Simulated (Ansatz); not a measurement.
TO(Γ) frequency of some cubic solids

Method: BLYP (Ansatz, an electronic-structure program, plane waves, PAW). References are measured values at room or unstated temperature, uncorrected unless marked, so that the deviations hold thermal and zero-point effects besides the level's error.

Values in cm⁻¹.

```
solid             reference  BLYP  deviation (%)
----------------  ---------  ----  -------------
zinc-blende AlAs        361   333           -7.8
zinc-blende GaP         366   327          -10.7
3C-SiC                  796   757           -4.9
zinc-blende BP          794   775           -2.4
rock-salt MgO           396   346          -12.6
cubic BN               1055     ?              ?
```

Task: Estimate the withheld BLYP value.

Result: The deviations of the other rows run from -12.6 % to -2.4 %, with a median of -7.8 %; carried to the reference 1055 it gives 973 cm⁻¹. The run gives 1000 cm⁻¹ (-5.2 %), +2.8 % from the estimate; the row was drawn at random, and such an estimate is rough. Over these 6 solids the mean deviation is -7.3 %, the mean absolute deviation 7.3 % (median 6.5 %), and the worst case rock-salt MgO at -12.6 %; the value is below the reference in 6 of 6 cases.

Differences are worked out from the printed values.

Each level is taken at its own relaxed cell. Ansatz's density-functional and Hartree–Fock values are scalar-relativistic unless marked +SOC, with PAW data made under PBE.

Not in this set, of the solids of all kinds but layered and molecular ones with a reference value in our tables and a result at some level: 30 for no value at BLYP (not run, a failed fit, an unstable or unbound cell, or a value held back for tests); 7 for a reference of another kind, counted apart; 5 for a doubt noted on the run at BLYP; 1 for a run that failed a test (BLYP); 1 for sources at odds. These can be a level's best or worst cases. At least 7 more with a reference value are held back for tests. Solids without a released value at any level aren't counted. The metals Ce to Yb are counted apart.

References as tabulated in Giannozzi et al., Phys. Rev. B (1991); Han and Bester (2011), arXiv:1107.0196; Wang et al. (1996), arXiv:mtrl-th/9510002; Solozhenko et al. (2014), arXiv:1505.05714 and others.
